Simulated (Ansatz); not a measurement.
The input, for Ansatz 0.2.0:

```yaml
crystal:
  periodic: [false, false, false]
  atoms:
    - {symbol: B, position_ang: [0.000000, 0.084416, 0.783587]}
    - {symbol: C, position_ang: [0.000000, -0.120961, -0.584032]}
    - {symbol: H, position_ang: [0.000000, 0.535945, -1.445249]}
basis:
  gaussian: {orbitals: cc-pVDZ}
magnetization: {spin_polarized: false, initial_magnetization: 2}
correlation: {method: ccsd_t, electrons: outside_noble_gas}
```

```sh
$ ansatz run in.yaml --threads 1 --pin off --events-out ev --progress --plain --max-ram 2393MiB
```

The program prints:

```
310 factors; integrals over basis functions are off by at most 1.1e-3 eV
mean field evaluation 1: about -1711.5013 eV, gradient 1.4e1 eV
mean field evaluation 2: about -1711.5029 eV, gradient 1.4e1 eV
mean field evaluation 4: about -1712.5803 eV, gradient 3.8e0 eV
mean field evaluation 8: about -1712.8635 eV, gradient 2.3e-1 eV
mean field evaluation 16: about -1712.5784 eV, gradient 3.8e0 eV
mean field evaluation 32: about -1712.8666 eV, gradient 6.7e-6 eV
mean field evaluation 64: about -1712.2158 eV, gradient 2.4e-1 eV
mean field evaluation 96: about -1712.6073 eV, gradient 4.7e-1 eV
mean field evaluation 128: about -1711.5850 eV, gradient 3.7e0 eV
mean field evaluation 160: about -1712.8666 eV, gradient 1.8e-2 eV
mean field evaluation 192: about -1712.2162 eV, gradient 1.6e-2 eV
mean field -1712.86662325 eV, -62.9466873817 hartree, gradient 8.7e-6 eV, S^2 2.000000; 11 other end points of the search recorded, 0 dependent functions left out
mean field evaluation 224: about -1712.8929 eV, gradient 5.2e-1 eV
mean field evaluation 256: about -1712.9598 eV, gradient 8.1e-1 eV
determinant -1712.86662325 eV, -62.9466873817 hartree, with singles and doubles -1717.97051865 eV, -63.1342520780 hartree
determinant -1712.61026264 eV, -62.9372663031 hartree, with singles and doubles -1717.68131560 eV, -63.1236240620 hartree
determinant -1712.21754425 eV, -62.9228341686 hartree, with singles and doubles -1717.00096515 eV, -63.0986216442 hartree
determinant -1712.15979668 eV, -62.9207119842 hartree, with singles and doubles -1717.96020738 eV, -63.1338731459 hartree
determinant -1712.86662325 eV, -62.9466873817 hartree, with singles and doubles -1717.98009868 eV, -63.1346041377 hartree
determinant -1712.61026264 eV, -62.9372663031 hartree, with singles and doubles -1717.68334336 eV, -63.1236985810 hartree
determinant -1712.15979668 eV, -62.9207119842 hartree, with singles and doubles -1717.98409614 eV, -63.1347510418 hartree
mean field evaluation 288: about -1712.8666 eV, gradient 2.2e-5 eV
2 core orbitals not correlated: weight in the atoms' cores, before any rotation towards them, 1.000 or more for the frozen orbitals, at most 0.000 for the correlated occupied ones
reference -1712.86662325 eV, -62.9466873817 hartree; 5, 3 occupied and 26, 28 virtual orbitals, 310 factors
second order -4.38343779 eV of doubles, -0.04603109 eV of singles
cycle   1  -5.11347288 eV  change    2.5e-6 eV  update   4.3e-6
perturbative correction -0.22771773 eV, -0.0083684722 hartree
Total energy: -1718.20781386 eV, -63.1429725163 hartree
```

For the same geometry and basis UCCSDT(Q) lies 58.8 meV lower.

Ran on 1 thread of Arm Neoverse V1, shared host: 2 s wall, 0.09 GiB peak host memory.
